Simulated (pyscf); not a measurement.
## Four-centre exchange: `[Cl][Ga]([Cl])[SeH]` + `[FH]` → `[SeH2]` + `[F][Ga]([Cl])[Cl]`

Gas phase, singlet surface, charge 0. Bonds broken: Se1–Ga2, F6–H7. Bonds formed: Se1–H7, Ga2–F6. Single points on ωB97X-D3(BJ)/def2-SVP structures (PySCF, gas phase).

Transition state (Å):

```xyz
7

Se    -2.0060    -0.6028     0.4597
Ga     0.1594     0.3905    -0.1817
Cl     0.7363     2.0445     1.0262
Cl     0.5001     0.3256    -2.2845
H     -2.1490    -1.2368    -0.8561
F      0.7018    -1.2469     0.6301
H     -0.5739    -1.4004     0.7812
```

One imaginary mode, 856i cm⁻¹; descent along it reached the two sides named, in the forms told below.

```csv
bond,change,reactant side (Å),saddle,product side
Se1–Ga2,breaks,2.331,2.467,2.576
F6–H7,breaks,0.949,1.294,3.1
Se1–H7,forms,2.467,1.670,1.467
Ga2–F6,forms,2.201,1.906,1.758
```

Electronic energies relative to the separated reactants (kJ/mol):

| level | barrier | reaction energy | reverse barrier |
|---|---|---|---|
| ωB97X-D3(BJ)/def2-TZVP | 0.4 | +40.6 | -40.2 |
| PBE/def2-TZVP | -9.8 | +25.8 | -35.6 |
| r²SCAN/def2-TZVP | -15.2 | +23.1 | -38.3 |
| B3LYP-D3(BJ)/def2-TZVP | 2.8 | +26.8 | -24.0 |
| PBE0-D3(BJ)/def2-TZVP | -2.4 | +35.3 | -37.7 |
| M06-2X/def2-TZVP | 0.4 | +25.5 | -25.0 |
| ωB97M-D3(BJ)/def2-TZVP | 5.8 | +22.3 | -16.5 |
| HF/def2-TZVP | 63.4 | +11.3 | 52.0 |

With ωB97M-D3(BJ)/def2-TZVP energies and thermal terms (ideal gas, 1 atm, RRHO with modes under 100 cm⁻¹ raised to 100, one conformer, R ln 2 for chiral ones without a mode under 150 cm⁻¹), in kJ/mol:

| T (K) | ΔH‡ | ΔG‡ | ΔH | ΔG |
|---|---|---|---|---|
| 298 | -3.1 | 42.3 | +15.4 | +13.2 |
| 600 | -3.8 | 88.9 | +12.8 | +12.1 |
| 900 | -2.3 | 134.9 | +11.2 | +12.2 |
| 1200 | -0.1 | 180.3 | +10.2 | +12.6 |

On the reactant side the descent ends in an adduct with a F–Ga contact, 38.2 kJ/mol under the separated species and 38.7 kJ/mol under the saddle at ωB97X-D3(BJ)/def2-TZVP. On the product side the descent ends in an adduct with a Ga–Se contact, 91.4 kJ/mol under the separated species and 51.2 kJ/mol under the saddle at ωB97X-D3(BJ)/def2-TZVP. At PBE, r²SCAN, PBE0-D3(BJ) the saddle lies under the separated reactants, which points to a path from their complex (located at ωB97X-D3(BJ) alone). At ωB97X-D3(BJ), PBE, r²SCAN, B3LYP-D3(BJ), PBE0-D3(BJ), M06-2X, ωB97M-D3(BJ) the saddle lies under the separated products, which points to a path from their complex (located at ωB97X-D3(BJ) alone), and parting the products costs more than the saddle. What is counted as formed (F–Ga) is already present as a longer contact in the reactant adduct; forming that adduct is a step of its own. What is counted as broken (Ga–Se) persists as a longer contact in the product adduct; parting that adduct is a step of its own. One saddle was located; it need not be the lowest between these sides. Elements up to Kr have no core potential and no relativistic terms here.
